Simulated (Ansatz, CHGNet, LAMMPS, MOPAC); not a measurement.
**LA phonon frequency at L of diamond-structure Ge: levels of theory against measurement**

Reference value: 222 cm⁻¹ (measured, temperature not stated, not corrected to a static lattice; as tabulated in Giannozzi et al., Phys. Rev. B (1991)).

| level (code) | value (cm⁻¹) | cell (Å³/atom) | difference (%) |
|---|---|---|---|
| Tersoff Ge.tersoff (a germanene fit) (LAMMPS) | 257 | 21.40 | +15.8 |
| PM6 semi-empirical Hartree-Fock (MOPAC) | 229 | 22.47 | +3.2 |
| CHGNet-r²SCAN | 79 | 22.93 | -64 |
| LDA (Ansatz) | 217 | 22.21 | -2.3 |
| PBE (Ansatz) | 208 | 23.89 | -6.3 |
| PBE-D3(BJ) (Ansatz) | 212 | 23.14 | -4.5 |
| r²SCAN (Ansatz) | 222 | 22.84 | 0.0 |
| PBE0 (Ansatz) | 225 | 22.88 | +1.4 |
| Hartree–Fock (Ansatz) | 250 | 23.57 | +12.6 |

Once the reference is moved by up to 3.0 % (a margin picked here for doubts on the reference and the settings, and for temperature and zero-point motion) and values within 1.0 % count as equal, the nearest can be r²SCAN (0.0 %), PBE0 (+1.4 %), LDA (-2.3 %), PM6 semi-empirical Hartree-Fock (MOPAC) (+3.2 %) or PBE-D3(BJ) (-4.5 %). Among them CHGNet-r²SCAN (-64 %) misses by most.

The measured value isn't corrected to a static lattice, so vibrations enter the comparison.  PM6 semi-empirical Hartree-Fock (MOPAC): the method was fitted mainly to molecules. PM6 semi-empirical Hartree-Fock (MOPAC): the run uses a supercell at the zone centre in place of a k mesh. LDA, PBE, PBE-D3(BJ): the solid has no gap at this level, which affects its response. PBE-D3(BJ): the dispersion coefficients are held fixed in the derivatives. Each level is taken at its own relaxed cell. Cutoffs and k meshes differ between the levels. Ansatz's density-functional and Hartree–Fock values are scalar-relativistic unless marked +SOC, with PAW data made under PBE.

Empirical potentials (Tersoff Ge.tersoff (a germanene fit)) are fitted to chosen data: where that held the value shown, agreement is built in, and what lay outside the fit can be far off. Machine-learned potentials (CHGNet-r²SCAN) are trained on DFT data: a solid inside that data is no test of them.

Differences are worked out from the printed values.

Ansatz is a first-principles code.
